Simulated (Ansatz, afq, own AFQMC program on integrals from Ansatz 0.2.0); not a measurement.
Two steps: Ansatz 0.2.0 writes the Fock matrix and Cholesky factors of the valence space, and afq projects on them the lowest state that overlaps trial and start.

```yaml
crystal:
  periodic: [false, false, false]
  atoms:
    - {symbol: Si, position_ang: [0.000000, 0.000000, 0.556782]}
    - {symbol: O, position_ang: [0.000000, 0.000000, -1.166681]}
    - {symbol: H, position_ang: [0.000000, 1.399544, 1.502413]}
    - {symbol: H, position_ang: [0.000000, -1.399544, 1.502413]}
basis:
  gaussian: {orbitals: cc-pVDZ}
magnetization: {spin_polarized: true, initial_magnetization: 0}
correlation: {method: ccsd_t, electrons: outside_noble_gas, hamiltonian_folder: ham}
```

```sh
$ ansatz run in.yaml --threads 1 --pin off --events-out ev --progress --plain --max-ram 1382MiB
```

afq runs on the folder ham with

```
--method phaseless --trial cisd --walkers 2 --populations 1 --least-time 40 --time-step 0.005 --steps-per-block 50 --equilibration-blocks 24 --max-blocks 80 --target-error 0.00084 --factor-cut 0.001 --start spin_pure --seed 7970 --taylor-order 8
```

Times are imaginary, in 1/Eh. The walk had a cap of 90 s.

```
orbitals 36  electrons 6 6  factors 175 of 400
reference energy -364.86560751 Eh
CCSD correlation -0.32417583 Eh in 13 cycles, weight of the determinant in the CISD state 0.8382
energy of the start -365.189783 Eh
 block  time / (1/Eh)  mean weight  energy / Eh
     1     0.250  1.0000  -365.185063
     2     0.500  1.0069  -365.185394
     3     0.750  0.9945  -365.182952
     4     1.000  1.0059  -365.188087
     5     1.250  0.9983  -365.185089
    10     2.500  1.0193  -365.222456
    19     4.750  0.9912  -365.185899
    29     7.250  0.9963  -365.232727
    39     9.750  1.0166  -365.183338
    49    12.250  1.0106  -365.223395
    59    14.750  1.0040  -365.201738
    61    15.250  1.0094  -365.374083
    63    15.750  0.9938  -365.164971
    69    17.250  0.9991  -365.172399
    79    19.750  1.0215  -365.176919
    89    22.250  1.0164  -365.198393
    99    24.750  0.9992  -365.173706
   103    25.750  1.0139  -365.198845
blocks merged  error / Eh  count
     1  0.003571  80
     2  0.004200  40
     4  0.004136  20
     8  0.004331  10
energy -365.195406 +/- 0.004200 Eh
(rows thinned)
```

The run failed at least one of its tests; the cautions name the faults. The second half of the sampling lies above the first by 2.1 errors of their difference, so the energy may still be moving and its error bar be too small.

Against this walk (error 114.3 meV) on the same determinant: CCSD(T) 258.4 meV lower, CCSDT(Q) 351.2 meV lower, a separate phaseless walk with a CISD trial and standard settings 291.3 ± 119.1 meV lower. The error is statistical and leaves out the bias of the constraint. None of these is a sure reference here.

A setting was made bad on purpose (too few walkers), so the walk's energy isn't to be trusted.

Cautions: constraint bias not in the error; error not settled; error above the target (114.3 against 22.9 meV); higher spins were not checked; an unrestricted solution with more broken spin lies lower (200 meV, ⟨S²⟩ 0.61), while this determinant keeps restricted orbitals; strong correlation (T1 0.039, weight of the determinant 0.84, largest double 0.12); the sampling time fell short of the least asked; so few walkers bias the energy; the coarse factor cut changes the integrals a little.

CCSDT and higher add their correlation energy to the determinant of the CCSD(T) run, since their own runs factorise the integrals more tightly (a shift of under 2 meV). A walk keeps the symmetry of its determinant, which the program's search chose and which needn't be the lowest solution, so a lower state of the same spin and another symmetry isn't excluded.
